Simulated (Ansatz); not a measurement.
# CHNSi (triplet): from Hartree-Fock to the top rungs, def2-QZVPP

One table from this session's results is given with a row withheld; the runs are named, their logs left out.

Program: Ansatz 0.2.0, Gaussian basis. Level of theory: def2-QZVPP, core rule «outside noble gas», up to 7 orbitals frozen. These are calculated values, not measurements.

To be run: UHF; ROHF; CCSD(T) on UHF.

2 further runs of the same task are left out: 2 set aside as unsound or not needed. Runs told in other sessions of the task aren't counted.

### What is computed

The geometry is a PBE0/def2-TZVP stationary point (not a proven minimum).

4 atoms, charge 0, spin multiplicity 3.

Atoms are counted from 1 here; the program's logs count them from 0.

Bond lengths: C1–N2 1.240 Å, C1–Si3 1.952 Å, N2–H4 1.013 Å. Angles: N2–C1–Si3 78.7°, C1–N2–H4 135.7°.

The first run:

The input, in.yaml:

```yaml
crystal:
  periodic: [false, false, false]
  atoms:
    - {symbol: C, position_ang: [0.000000, -0.784833, 0.780179]}
    - {symbol: N, position_ang: [0.000000, 0.409287, 1.114041]}
    - {symbol: Si, position_ang: [0.000000, 0.098619, -0.960690]}
    - {symbol: H, position_ang: [0.000000, 0.916592, 1.991118]}
basis:
  gaussian: {orbitals: "def2-QZVPP.json"}
magnetization: {spin_polarized: true, initial_magnetization: 2}
hamiltonian: {xc: hf}
output: {orbitals: {seedname: orbitals}}
```

Command:

```bash
$ ansatz run in.yaml --threads 1 --pin off --events-out ev --progress --plain --max-ram 2393MiB
```

Among the steps run: UHF; ROHF; CCSD(T) on UHF.

One of the session's tables, all rows but one given; the rest of the session is left out.

It belongs to the step «Misses and costs». 

| method | from UCCSD(T) (kJ/mol) |
| --- | --- |
| ROHF | +1292.3 |
| UHF | ? |
| UMP2 | +121.5 |
| UCCSD | +68.2 |
| UCCSD(T) | 0 |

**Question.** Estimate the row for UHF.

The run gave: from UCCSD(T) (kJ/mol): +1262.7. In the column «from UCCSD(T) (kJ/mol)» it lies between UMP2 (+121.5) and ROHF (+1292.3).
